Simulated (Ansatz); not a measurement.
# BPN (doublet): from Hartree-Fock to the top rungs at distance B1–N2 = 1.464 Å, cc-pVDZ

Aim: climb from Hartree-Fock through coupled cluster and multireference methods for BPN (doublet) at one geometry and basis, and see what each rung misses.

Method: cc-pVDZ, core rule «outside noble gas», up to 7 orbitals frozen; program: Ansatz 0.2.0, Gaussian basis.

To be run: UHF; CCSD(T) on ROHF; CCSD(T) on UHF; BCCD(T) on ROHF; CISD; CCSDT(Q) on ROHF; CCSDT(Q) on UHF; CASSCF and MRCISD+Q, 3 electrons in 3 orbitals; CASSCF and NEVPT2, 3 electrons in 3 orbitals.

24 further runs of the same task are left out: 7 for a known fault of the program, 1 for a mislabelled method, 11 that didn't finish, 5 set aside as unsound or not needed.

## (1) The system

The geometry derives from a PBE0/def2-TZVP stationary point (not a proven minimum). One bond is set to the value named and the two fragments are kept rigid.

3 atoms, charge 0, spin multiplicity 2.

Atoms are counted from 1 here; the program's logs count them from 0.

Bond lengths: B1–N2 1.464 Å, N2–P3 1.543 Å. Angles: B1–N2–P3 165.4°.

Geometry (Å):

```xyz
3
BNP
B     0.00000   -0.10444    1.47567
N     0.00000    0.12687    0.03006
P     0.00000   -0.02243   -1.50573
```

## (2) UHF

Input file in.yaml:

```yaml
crystal:
  periodic: [false, false, false]
  atoms:
    - {symbol: B, position_ang: [0.000000, -0.104438, 1.475672]}
    - {symbol: N, position_ang: [0.000000, 0.126870, 0.030060]}
    - {symbol: P, position_ang: [0.000000, -0.022432, -1.505732]}
basis:
  gaussian: {orbitals: cc-pVDZ}
magnetization: {spin_polarized: true, initial_magnetization: 1}
hamiltonian: {xc: hf}
output: {orbitals: {seedname: orbitals}}
```

Run with:

```bash
$ ansatz run in.yaml --threads 1 --pin off --events-out ev --progress --plain --max-ram 2393MiB
```

After this run come: CCSD(T) on ROHF; CCSD(T) on UHF; BCCD(T) on ROHF; CISD; CCSDT(Q) on ROHF; CCSDT(Q) on UHF; CASSCF and MRCISD+Q, 3 electrons in 3 orbitals; CASSCF and NEVPT2, 3 electrons in 3 orbitals.

Q: Predict the results of all the runs planned. Wanted: RCCSDT(Q) below the RHF energy; RMP2 from RCCSDT(Q); UMP2 from RCCSDT(Q); RCCSD from RCCSDT(Q); RCCSD(T) from RCCSDT(Q); UCCSD(T) from RCCSDT(Q); UCCSDT(Q) from RCCSDT(Q); MRCISD+Q pair from RCCSDT(Q); T1 diagnostic.

As calculated:

```
                         quantity          value
   RCCSDT(Q) below the RHF energy     -9.9388 eV
              RMP2 from RCCSDT(Q)  +124.0 kJ/mol
              UMP2 from RCCSDT(Q)  +135.7 kJ/mol
             RCCSD from RCCSDT(Q)   +50.6 kJ/mol
          RCCSD(T) from RCCSDT(Q)    +7.0 kJ/mol
          UCCSD(T) from RCCSDT(Q)    +7.7 kJ/mol
         UCCSDT(Q) from RCCSDT(Q)    -0.7 kJ/mol
     MRCISD+Q pair from RCCSDT(Q)   +31.0 kJ/mol
levels within 1 kcal/mol (43 meV)      UCCSDT(Q)
                    T1 diagnostic          0.029
```

**Reading.** RCCSD(T) misses by +7.0 kJ/mol, 0.7 % of the correlation energy. Coupled cluster took another determinant than the lowest Hartree-Fock one. These misses are within one basis, not against nature; the frozen cores of restricted and unrestricted runs differ, which can shift their rows.
